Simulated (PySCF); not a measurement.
**A diatomic session: SiP−**

Aim: find the lowest electronic state of SiP−, scan its bond at several levels of theory, and get bond length, wavenumber and dissociation energy from each curve.

The runs use PySCF 2.14.0; Si aug-pcseg-1, P aug-pcseg-1, no relativity.

### 1 The job

A driver script around PySCF takes these settings:

```json
{
 "atoms": "Si, P",
 "charge": "-1",
 "basis": "Si aug-pcseg-1, P aug-pcseg-1",
 "Hamiltonian": "no relativity",
 "basis functions": "54",
 "electrons treated": "30",
 "masses in u": "27.9769, 30.9738",
 "levels": "PBE0, PBE, r²SCAN, TPSS, r²SCAN0, r²SCANh, HF, MP2, SCS-MP2, CCSD, CCSD(T)",
 "grid": "80 radial by 434 angular points",
 "occupations": "held fixed by the projection of orbital angular momentum",
 "dissociation limit": "Si− + P, each in its ground configuration",
 "starting distance in angstrom": "2.280",
 "values of 2S to try": "0, 2, 4"
}
```

Launch:

```
> OMP_NUM_THREADS=1 python dia.py task.json out
```

After this run come: PBE0 along the bond; Higher solutions at PBE0; PBE (GGA); r²SCAN; TPSS (meta-GGA); r²SCAN0 (hybrid meta-GGA); r²SCANh (hybrid meta-GGA); RHF; MP2 and coupled cluster.

Q: Predict the outcome of this session. Wanted: for each run, Re; ωe; De; μ.

As calculated:

Lowest PBE0 solution found, without spin–orbit coupling: ¹Σ⁺ (singlet), closed shell. State 2 has its PBE0 minimum 1.99 eV higher. State 3 has its PBE0 minimum 3.29 eV higher. The other levels ran on the lowest alone.

| level | Re (Å) | ωe (cm⁻¹) | De (eV) | μ (D) |
| --- | --- | --- | --- | --- |
| RHF | 1.987 | 756 | 2.28 | -0.76 |
| RHF-MP2 | 2.047 | 636 | 4.72 | n/a |
| RHF-SCS-MP2 | 2.044 | 644 | 4.72 | n/a |
| RHF-CCSD | 2.028 | 681 | 4.22 | n/a |
| RHF-CCSD(T) | 2.044 | 651 | 4.54 | n/a |
| PBE | 2.037 | 656 | 5.33 | -0.25 |
| TPSS | 2.029 | 668 | 5.20 | -0.23 |
| r²SCAN | 2.020 | 685 | 5.08 | -0.25 |
| r²SCANh | 2.013 | 696 | 4.98 | -0.30 |
| PBE0 | 2.012 | 698 | 5.03 | -0.37 |
| r²SCAN0 | 2.004 | 712 | 4.83 | -0.38 |

De is counted to Si− + P in their ground configurations. A positive dipole points from Si to P; in an ion it is taken about the centre of mass and does not tell which atom is negative.

The methods spread over 0.061 Å in bond length, from RHF to RHF-MP2. Among the levels with a De in the table, it runs from 2.28 eV (RHF) to 5.33 eV (PBE).

Correlated steps freeze 10 core orbitals. T1 is 0.022 near the minimum (highest on the curve 0.037), which may point to more than one leading configuration.
